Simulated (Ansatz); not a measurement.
## Scan of the Si3–H7 bond length

Si2H4O (SMILES O1[SiH2][SiH2]1), closed shell, at its PBE0-D4/def2-TZVP minimum:

```
atom    x (Å)    y (Å)    z (Å)
  O1  -0.7763  -0.4649   0.7193
 Si2  -0.6015  -0.0794  -0.9222
 Si3   0.7868   0.1904   0.7504
  H4  -0.6119  -1.2560  -1.8256
  H5  -1.5475   0.9559  -1.4058
  H6   0.9074   1.4329   1.5518
  H7   1.8429  -0.7790   1.1320
```

The bond length Si3–H7 (1.483 Å at the minimum) is set to the values below, with the rest relaxed at PBE0-D4/def2-TZVP at each step. Each method's energies count from its own value at the PBE0-D4 minimum structure. Ansatz 0.2.0; basis: def2-TZVPP; cores frozen in the correlated methods.

CCSD(T) energies along the scan:
| bond length (Å) | CCSD(T) (eV) |
| --- | --- |
| 1.305 | 0.354 |
| 1.357 | 0.158 |
| 1.433 | 0.019 |
| 1.521 | 0.016 |
| 1.619 | 0.149 |
| 1.724 | 0.390 |
| 1.836 | 0.712 |
| 1.954 | 1.083 |
| 2.077 | 1.475 |
They count from the CCSD(T) energy at the PBE0-D4 minimum.

Minimum and curvature along this coordinate at CCSD(T): A fifth-order fit through the nearest points gives 1.477 Å, with a curvature of about 18 eV/Å².

Largest difference from the CCSD(T) curve over the scan: PBE-D4 0.184; r2SCAN-D4 0.053; HF 0.203; MP2 0.115 eV. Each curve counts from its own value at the minimum.

No T1 diagnostic of these runs exceeds 0.017.

For scale, one of the runs: CCSD(T)/def2-TZVPP, 171 basis functions, launched by `ansatz run in.yaml --threads 2 --pin off --events-out ev --progress --plain --max-ram 4352MiB`. The run took 22 s on 2 CPU threads of an Arm Neoverse V2 (shared host), with 1.3 GiB of host memory at its peak.
